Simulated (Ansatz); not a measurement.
# C4H9F: up Jacob's ladder to CCSD(T)

How much do the methods differ for C4H9F? The plan is to run it at one geometry with functionals of several rungs and with coupled cluster. The yardstick is the atomisation energy at the CCSD(T) limit.

The runs use Ansatz 0.2.0, Gaussian basis; functionals in def2-TZVPP, the program's frozen cores in correlated methods.

Plan: PBE-D4, r2SCAN-D4, PBE0-D4, B3LYP-D4, ωB97X-V, ωB97M-V, B2PLYP; CCSD(T)/def2-TZVPP; MP2/def2-QZVPP; extrapolation to the limit.

## 1. The geometry

An earlier PBE0-D4 in a triple-zeta def2 set relaxation fixed the geometry.

14 atoms, charge 0, spin multiplicity 1.

Atoms are counted from 1 here; the program's logs count them from 0.

Bond lengths: C1–C2 1.522 Å, C1–H6 1.095 Å, C1–H7 1.093 Å, C1–H8 1.092 Å, C2–C3 1.520 Å, C2–C4 1.512 Å, C2–H9 1.097 Å, C3–H10 1.093 Å, C3–H11 1.095 Å, C3–H12 1.091 Å, C4–F5 1.385 Å, C4–H13 1.095 Å, C4–H14 1.097 Å. Angles: C2–C1–H6 110.9°, C2–C1–H7 111.8°, C2–C1–H8 110.7°, H6–C1–H7 107.9°, H6–C1–H8 107.5°, H7–C1–H8 107.8°, C1–C2–C3 111.7°, C1–C2–C4 109.3°, C1–C2–H9 108.7°, C3–C2–C4 111.3°, C3–C2–H9 108.7°, C4–C2–H9 107.1°, C2–C3–H10 110.9°, C2–C3–H11 110.6°, C2–C3–H12 111.2°, H10–C3–H11 107.7°, H10–C3–H12 108.2°, H11–C3–H12 108.0° and more.

As a file:

```
atom     x (Å)     y (Å)     z (Å)
  C1  -0.58316  -0.68251   1.15633
  C2   0.09532   0.31417   0.22786
  C3   1.37224  -0.25359  -0.37094
  C4  -0.87719   0.73285  -0.85135
  F5  -0.32401   1.70732  -1.66559
  H6  -0.86794  -1.59025   0.61507
  H7  -1.48551  -0.26528   1.61097
  H8   0.09053  -0.97932   1.96276
  H9   0.34575   1.21451   0.80225
 H10   2.09197  -0.50421   0.41183
 H11   1.16077  -1.16805  -0.93466
 H12   1.84194   0.45994  -1.04962
 H13  -1.79317   1.14760  -0.41820
 H14  -1.14116  -0.11928  -1.48922
```

## 2. PBE-D4 (GGA)

The input, in.yaml:

```yaml
crystal:
  periodic: [false, false, false]
  atoms:
    - {symbol: C, position_ang: [-0.583156, -0.682513, 1.156330]}
    - {symbol: C, position_ang: [0.095322, 0.314175, 0.227855]}
    - {symbol: C, position_ang: [1.372238, -0.253587, -0.370939]}
    - {symbol: C, position_ang: [-0.877188, 0.732854, -0.851351]}
    - {symbol: F, position_ang: [-0.324015, 1.707322, -1.665590]}
    - {symbol: H, position_ang: [-0.867935, -1.590252, 0.615071]}
    - {symbol: H, position_ang: [-1.485505, -0.265282, 1.610972]}
    - {symbol: H, position_ang: [0.090532, -0.979321, 1.962761]}
    - {symbol: H, position_ang: [0.345754, 1.214508, 0.802251]}
    - {symbol: H, position_ang: [2.091973, -0.504210, 0.411834]}
    - {symbol: H, position_ang: [1.160773, -1.168050, -0.934657]}
    - {symbol: H, position_ang: [1.841939, 0.459941, -1.049618]}
    - {symbol: H, position_ang: [-1.793167, 1.147596, -0.418201]}
    - {symbol: H, position_ang: [-1.141163, -0.119281, -1.489220]}
basis:
  gaussian: {orbitals: def2-TZVPP}
hamiltonian: {xc: pbe, dispersion: d4}
output: {forces: true, orbitals: {seedname: orbitals}}
```

The run is started by

```console
$ ansatz run in.yaml --threads 4 --pin off --events-out ev --progress --plain --max-ram 10444MiB
```

After this run come: r2SCAN-D4 (meta-GGA); PBE0-D4 (hybrid); B3LYP-D4 (hybrid); ωB97X-V (range-separated); ωB97M-V (range-separated); B2PLYP (double hybrid); CCSD(T) in def2-TZVPP; MP2 in def2-QZVPP.

Before running them: what should the planned runs give, taken together? Wanted: atomisation energy, CCSD(T)/CBS; farthest; mean size of error, hybrid; mean size of error, range-separated; gap, smallest and largest; T1 diagnostic; triples share of the correlation energy.

As calculated:

```
                               quantity                                  value
        atomisation energy, CCSD(T)/CBS                          5485.2 kJ/mol
 functionals within 27.4 kJ/mol (0.5 %)  r2SCAN-D4, B3LYP-D4, ωB97X-V, ωB97M-V
                               farthest                 PBE-D4 (+100.1 kJ/mol)
             mean size of error, hybrid                            14.7 kJ/mol
    mean size of error, range-separated                             9.6 kJ/mol
              gap, smallest and largest   7.84 eV (PBE-D4), 14.50 eV (ωB97X-V)
                          T1 diagnostic                                 0.0094
triples share of the correlation energy                                  3.4 %
```

What this shows: PBE-D4 is off by +100.1 kJ/mol. Double hybrids carry the basis error of their MP2 part in triple zeta, and no dispersion term here, so their miss is partly the set-up's. The reference freezes the cores and leaves out relativity and excitations past (T), so misses under about 27.4 kJ/mol can't be ranked. Hartree-Fock recovers 75 % of the binding; the rest is correlation. Orbital gaps span 7.8 to 14.5 eV; exact exchange widens them.
